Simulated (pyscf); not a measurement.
F–Ga(F)–F (SMILES [F][Ga]([F])[F]) + H₂C=CH₂ (SMILES C=C) → F–CH₂–CH₂–Ga(F)–F (SMILES FC[CH2][Ga]([F])[F]) (addition across a multiple bond or ene-type step; singlet surface; F–Ga broken, C–F, C–Ga formed). Structures and frequencies: ωB97X-D3(BJ)/def2-SVP in PySCF. Energies in kJ/mol from the separated reactants.

```tsv
level	barrier	reaction energy
ωB97X-D3(BJ)/def2-TZVP	-6.0	-39.6
r²SCAN/def2-TZVP	(withheld)	(withheld)
B3LYP-D3(BJ)/def2-TZVP	5.8	-17.7
PBE0-D3(BJ)/def2-TZVP	(withheld)	-40.5
M06-2X/def2-TZVP	2.3	-25.9
ωB97M-D3(BJ)/def2-TZVP	6.9	-23.2
```

Task: What belongs in the gaps?

Result: 
- r²SCAN/def2-TZVP, barrier: -14.2
- r²SCAN/def2-TZVP, reaction energy: -31.2
- PBE0-D3(BJ)/def2-TZVP, barrier: -8.0

On the reactant side the descent ends in a bound adduct, 83.6 kJ/mol under the separated species and 77.6 kJ/mol under the saddle at ωB97X-D3(BJ)/def2-TZVP. At ωB97X-D3(BJ), r²SCAN, PBE0-D3(BJ) the saddle lies under the separated reactants, which points to a path from their complex (located at ωB97X-D3(BJ) alone). What is counted as broken (F–Ga) persists as a longer contact in the product adduct; parting that adduct is a step of its own. F–CH₂–CH₂–Ga(F)–F is closed by a dative F–Ga contact. One saddle was located; it need not be the lowest between these sides. Elements up to Kr have no core potential and no relativistic terms here.
